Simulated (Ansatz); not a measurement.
HAl–AlH, triplet: reading a ladder of total energies

Geometry: displaced at random from a stationary point.

```xyz
4

Al    0.0023   -0.0018    1.1722
Al    0.0015   -0.0180   -1.1389
H     0.0495    0.0413    2.6930
H    -0.0533   -0.0215   -2.7263
```

Basis cc-pVDZ; Ansatz 0.2.0. Correlated methods freeze the noble-gas cores, which leaves 8 electrons in 36 orbitals. R marks a restricted (for open shells ROHF) determinant, U an unrestricted one.

Full CI isn't at hand for all of this; UCCSDT(Q) serves as the reference, and is uncertain by about the last step of the cluster series.

Runs differ by some tens of microhartree through their thresholds and, for an open shell, their frozen cores, so steps under 0.03 kcal/mol mean nothing.

| level | total energy (hartree) |
| --- | --- |
| UHF | -484.920037 |
| UMP2 | -485.021871 |
| UCCSD | -485.052845 |
| UCCSD(T) | -485.057329 |
| UCCSDT | -485.058755 |
| UCCSDT(Q) | -485.059004 |

Problem. What is the correlation energy at UCCSDT(Q), and what share of it do UMP2 and UCCSD(T) recover?

Solution. E(corr) = -485.059004 − (-484.920037) = -0.138967 hartree = -3.781 eV. UMP2: -0.101834 / -0.138967 = 73.28 %. UCCSD(T): -0.137292 / -0.138967 = 98.79 %.

Problem. By how many kcal/mol does UCCSD(T) miss UCCSDT(Q) (1 hartree = 627.509 kcal/mol), and which steps make up the rest?

Solution. -485.057329 − (-485.059004) = 0.001675 hartree = 1.05 kcal/mol. Steps: UCCSDT − UCCSD(T) = -0.89, UCCSDT(Q) − UCCSDT = -0.16 kcal/mol. Differences between like states or geometries often cancel part of this.
